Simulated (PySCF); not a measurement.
**Stretching NaF⁻**

Set-up: PySCF, no relativity, basis sets Na def2-SVPD, F def2-SVPD. Energies in eV from Na + F⁻ in their ground configurations at the same level. State: ²Σ⁺ (doublet), unpaired electrons σ ↑.

```tsv
R (Å)	PBE0	r²SCAN	UHF-MP2	HSE06
1.746	-1.512	-1.564	-1.465	-1.511
1.827	-1.772	-1.825	-1.744	-1.770
1.908	-1.909	-1.963	-1.899	-1.907
1.969	-1.955	-2.010	-1.957	-1.953
2.030	-1.967	-2.023	-1.978	-1.964
2.091	-1.954	-2.010	-1.974	-1.951
2.172	-1.909	-1.966	-1.938	-1.906
2.274	-1.825	-1.882	-1.862	-1.822
2.395	-1.703	-1.759	-1.745	-1.700
2.558	-1.530	-1.584	-1.575	-1.527
```

Task: Put a parabola through the three lowest points of the PBE0 curve and estimate Re, k and ωe (reduced mass 10.4 u; 1 eV/Å² = 0.16022 mdyn/Å; ωe = 1302.8·√(k/μ) cm⁻¹).

Result: Through R = 1.969, 2.03, 2.091 Å the second-order coefficient is 3.36 eV/Å², so Re ≈ 2.029 Å, k ≈ 1.08 mdyn/Å and ωe ≈ 419 cm⁻¹. A polynomial fit of higher order to the unrounded PBE0 energies gives Re = 2.026 Å, k = 1.11 mdyn/Å, ωe = 425 cm⁻¹; anharmonicity and rounding make the difference.

The higher-order fit for each curve: PBE0: Re = 2.026 Å, ωe = 425 cm⁻¹, De = 1.97 eV; r²SCAN: Re = 2.027 Å, ωe = 424 cm⁻¹, De = 2.02 eV; UHF-MP2: Re = 2.048 Å, ωe = 414 cm⁻¹, De = 1.98 eV; HSE06: Re = 2.025 Å, ωe = 425 cm⁻¹, De = 1.96 eV.

Correlated steps freeze 2 core orbitals. Correlated levels converge slowly with the basis: in double zeta they bind strong bonds too weakly, by up to about 1 eV, and carry superposition errors of some tenths. For an ion De counts to the pair picked by the measured ionisation energies or electron affinities, which need not be the lowest pair at this level. The highest Kohn–Sham level is positive in this anion. Much of that is self-interaction error, but it also means that the finite basis helps to hold the extra electron. The state is the lowest determinant that a PBE0 search found; another state may lie lower at other levels.
